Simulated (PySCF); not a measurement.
Fill in the blanks.

Species: C₆H₆N₂.
InChI=1S/C6H6N2/c1-3-7-6-2-4-8-5(1)6/h1-4,7-8H

```tsv
property	level	value
point group of the GFN2-xTB geometry	GFN2-xTB	C2h
rotational constants A, B, C of the GFN2-xTB geometry	GFN2-xTB	5.287, 2.222, 1.565 GHz
dipole moment	CAM-B3LYP/def2-SVPD	0.00 D
HOMO energy	CAM-B3LYP/def2-SVPD	-6.41 eV
LUMO energy	CAM-B3LYP/def2-SVPD	?
lowest singlet excitation	TDDFT CAM-B3LYP/def2-SVPD	5.31 eV (233 nm, f = 0.009)
strongest line among the 8 lowest singlet transitions	TDDFT CAM-B3LYP/def2-SVPD	?
lowest triplet excitation (Tamm–Dancoff)	TDA CAM-B3LYP/def2-SVPD	3.70 eV
static isotropic polarisability	CAM-B3LYP/def2-SVPD	?
electronic spatial extent ⟨r²⟩ about the centre of nuclear charge	CAM-B3LYP/def2-SVPD	760 bohr²
```

Gas-phase values; electronic properties from PySCF, density fitting. Isolated species at its GFN2-xTB geometry, gas phase.

Problem. Give the LUMO energy.

Solution. 1.62 eV.

Problem. Give the strongest line among the 8 lowest singlet transitions.

Solution. S3 at 5.59 eV (222 nm, f = 0.404).

Problem. The static isotropic polarisability?

Solution. 80.7 au.

In wavenumbers S1 is 42800 cm⁻¹ (1 eV = 8065.54 cm⁻¹). No computed singlet falls in the visible range (750 to 380 nm, 1.65 to 3.26 eV); S1 lies 2.05 eV above its blue end. The polarisability is 11.96 Å³ as a volume (1 au = 0.148185 Å³), or 1.44 au for each of the 56 electrons.
